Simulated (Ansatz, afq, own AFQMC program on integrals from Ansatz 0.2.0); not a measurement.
**Where AFQMC and coupled cluster stand for NHO, triplet**

```xyz
3

N     0.0000   -0.0590    0.7269
O     0.0000    0.1003   -0.5734
H     0.0000   -0.7728   -0.9996
```

Connectivity, by distances: N–OH.

Basis cc-pVDZ. Only valence electrons are correlated. AFQMC by an in-house program on the Cholesky factors that Ansatz 0.2.0 writes for its CCSD(T) run. ph-AFQMC/CISD is guided by a CISD state made of CCSD amplitudes; releasing the constraint for a short imaginary time cuts its bias at the price of noise, slowly where states lie close. Free projection: walkers drawn from exp(T), propagated without any constraint. Its projection time is finite, and what remains of the start isn't in its error. Error bars are statistical, one sigma.

Determinant: UHF, the one that the program's search chose, which needn't be the lowest solution. The geometry is a point of a scan.

No full CI on the walks' own integrals is used here; CCSDT(Q) serves as the reference and is uncertain by about the last step of the cluster series.

Cautions: lower spins were not checked.

* T1 diagnostic: 0.0221
* weight of the determinant in the CISD state: 0.904
* ⟨S²⟩ of the determinant: 2.018
* size of the correlated space: 12 electrons in 31 orbitals

Reference: CCSDT(Q), correlation energy -8.738 eV. The released energy is read at 2.40 1/Eh (meV from the phaseless value at times in 1/Eh: -4 ± 12 at 0.24, -8 ± 13 at 0.51, -3 ± 14 at 0.99, 1 ± 21 at 1.62, -16 ± 24 at 2.40).

| level | E − E(reference) (meV) | share of correlation (%) |
| --- | --- | --- |
| HF | 8738.4 | 0.00 |
| MP2 | 805.4 | 90.78 |
| CCSD | 237.3 | 97.28 |
| CCSD(T) | 38.8 | 99.56 |
| CCSDT | 21.4 | 99.75 |
| ph-AFQMC/HF | -72.4 ± 71.3 | 100.83 |
| ph-AFQMC/CISD | 14.8 ± 13.4 | 99.83 |
| released AFQMC | -0.8 ± 24.4 | 100.01 |
| free AFQMC | 11.9 ± 16.3 | 99.86 |

Free projections are given only where their last times agree within the noise and don't stop above the reference; a slow remainder of the start can still hide under it. A walk keeps the symmetry of its determinant, which the program's search chose and which needn't be the lowest solution, so a lower state of the same spin and another symmetry isn't excluded. Released energies are given only where the last usable release times agree within the noise; a slower fall can still hide under it.
